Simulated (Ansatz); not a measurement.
Reaction (SMILES): [SH] (SH) → H atom + S atom
B3LYP-D3(BJ)/def2-TZVP geometries, fixed; electronic energies without zero-point terms.
Largest species:
```
S
H 1 1.3473
```
Charge 0, spin multiplicity 2.

Basis-set convergence of the atomisation energy at MP2 with Ansatz (a quantum-chemistry and plane-wave program). All functions are spherical. Cores are frozen. Open shells are unrestricted. No added dispersion term, no relativity. Functions are those of the species that has most. Reference: Hartree-Fock in aug-cc-pV(5+d)Z plus the correlation part extrapolated as X^-3 from aug-cc-pV(Q+d)Z and aug-cc-pV(5+d)Z, 85.84 kcal/mol, itself unsure by roughly 0.18 kcal/mol (a third of the extrapolation step and of the last Hartree-Fock step). Deviations are taken from unrounded values.

| basis | functions | atomisation energy (kcal/mol) | minus reference (kcal/mol) |
|---|---|---|---|
| def2-SV(P) | 20 | 67.52 | -18.31 |
| def2-SVP | 23 | 76.86 | -8.97 |
| cc-pV(D+d)Z | 28 | 77.18 | -8.66 |
| aug-cc-pV(D+d)Z | 41 | 79.17 | -6.67 |
| def2-TZVP | 43 | 80.19 | -5.65 |
| cc-pV(T+d)Z | 53 | 82.57 | -3.26 |
| def2-TZVPP | 56 | 82.80 | -3.03 |
| jun-cc-pV(T+d)Z | 62 | 82.90 | -2.93 |
| aug-cc-pV(T+d)Z | 78 | 83.44 | -2.39 |
| cc-pV(Q+d)Z | 94 | 84.46 | -1.37 |
| def2-QZVPP | 100 | 84.47 | -1.36 |
| aug-cc-pV(Q+d)Z | 135 | 84.83 | -1.01 |
| cc-pV(5+d)Z | 155 | 85.11 | -0.72 |
| aug-cc-pV(5+d)Z | 216 | 85.33 | -0.50 |

The smallest set listed that lies within 2 kcal/mol of the reference with all its larger relatives (same family, alike in diffuse functions; a set with none counts only in the reference's own line) is cc-pV(Q+d)Z (94 functions, -1.37 kcal/mol off). Inside, with no larger relative to test it: def2-QZVPP.
